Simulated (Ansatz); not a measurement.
Input for Ansatz (development build ahead of 0.2.0):

```yaml
crystal:
  periodic: [false, false, false]
  atoms:
    - { symbol: C, position_ang: [1.4, 0.0, 0.0] }
    - { symbol: C, position_ang: [0.7, 1.21244, 0.0] }
    - { symbol: C, position_ang: [-0.7, 1.21244, 0.0] }
    - { symbol: C, position_ang: [-1.4, 0.0, 0.0] }
    - { symbol: C, position_ang: [-0.7, -1.21244, 0.0] }
    - { symbol: C, position_ang: [0.7, -1.21244, 0.0] }
    - { symbol: H, position_ang: [3.8, 0.0, 0.0] }
    - { symbol: H, position_ang: [1.2425, 2.15207, 0.0] }
    - { symbol: H, position_ang: [-1.2425, 2.15207, 0.0] }
    - { symbol: H, position_ang: [-2.485, 0.0, 0.0] }
    - { symbol: H, position_ang: [-1.2425, -2.15207, 0.0] }
    - { symbol: H, position_ang: [1.2425, -2.15207, 0.0] }
basis:
  gaussian: { orbitals: def2-SVP }
magnetization:
  spin_polarized: true
hamiltonian:
  xc: pbe0
```

The input is written out in the form of the current development build from the run's settings.

Results

```json
{
  "Converged": "yes",
  "Total energy": "-231.62831 hartree",
  "Spin squared of the determinant": "0.725",
  "Stability test": "minimum"
}
```

Caution: charge can spread falsely over distant fragments; the unrestricted determinant is spin contaminated.
